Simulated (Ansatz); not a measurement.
One change: `C=COC` becomes `C=CSC`.

Ansatz, PBE0-D4/def2-TZVP geometries, multiplicity 1. Each molecule was computed in one conformer, which needn't be the lowest.

| property | `C=COC` |
| --- | --- |
| HOMO–LUMO gap (ωB97M-V/def2-TZVPP) / eV | 12.01 |
| zero-point energy (PBE0-D4/def2-TZVP) / kJ/mol | 224.5 |
| HOMO energy (ωB97M-V/def2-TZVPP) / eV | -8.99 |
| LUMO energy (PBE0/def2-TZVPP) / eV | 0.90 |
| LUMO energy (PBE/def2-TZVPP) / eV | -0.13 |
| LUMO energy (ωB97M-V/def2-TZVPP) / eV | 3.02 |

What does the change do to each property? (An estimate is asked.)

The calculation gave: 
```
                                      property  `C=CSC`  shift
       HOMO–LUMO gap (ωB97M-V/def2-TZVPP) / eV    10.30  -1.71
zero-point energy (PBE0-D4/def2-TZVP) / kJ/mol    212.1  -12.4
         HOMO energy (ωB97M-V/def2-TZVPP) / eV    -8.27   0.72
            LUMO energy (PBE0/def2-TZVPP) / eV    -0.01  -0.91
             LUMO energy (PBE/def2-TZVPP) / eV    -0.97  -0.84
         LUMO energy (ωB97M-V/def2-TZVPP) / eV     2.03  -0.99
```

With PBE0 the HOMO rises by 0.58 eV and the LUMO falls by 0.91 eV, so the gap narrows by about 1.49 eV. PBE moves the HOMO by 0.45 eV and ωB97M-V by 0.72 eV.
